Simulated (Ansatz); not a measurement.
Consider C in the diamond structure (space group Fd-3m, No. 227; a = 3.554 Å).

Levels (all Ansatz, a program for electronic structure, PAW, earlier PAW set): PBEsol (420 eV, without spin-orbit coupling); r2SCAN (500 eV, scalar-relativistic without spin-orbit coupling); HSE06 (420 eV, without spin-orbit coupling); PBEsol+SOC (420 eV, noncollinear with spin-orbit coupling); HSE06+SOC (420 eV, with spin-orbit coupling).

Levels that relaxed their own cell: PBEsol.

```tsv
level	band gap	lattice parameter a
PBEsol	4.04 eV	3.554 Å
r2SCAN	4.38 eV	–
HSE06	5.32 eV	–
PBEsol+SOC	4.03 eV	–
HSE06+SOC	5.31 eV	–
```

Task: From these computed values, estimate the measured ones, and say how each level misses.

Result: Measured: band gap 5.48 eV (0 K or low temperature; as listed in arXiv:1206.3780); lattice parameter a 3.553 Å (static lattice; corrected from measurement; as listed in Daniel Mejia-Rodriguez, S. B. Trickey, Phys. Rev. B (2018)). Computed minus measured — band gap: PBEsol -1.44 eV, r2SCAN -1.10 eV, HSE06 -0.16 eV, PBEsol+SOC -1.45 eV, HSE06+SOC -0.17 eV (closest: HSE06 and HSE06+SOC); lattice parameter a: PBEsol +0.0 %. Measured values not marked as corrected hold thermal and zero-point effects that the static-lattice runs lack. A measured gap can be an optical one, lowered by exciton binding.

Single points use the geometry relaxed with PBEsol. HSE06 was sampled on its mesh, a few special points and the semilocal edge points, so its gap is an upper bound. Differences between runs with and without spin-orbit coupling are approximate. Whether these cells are dynamically stable was not tested.
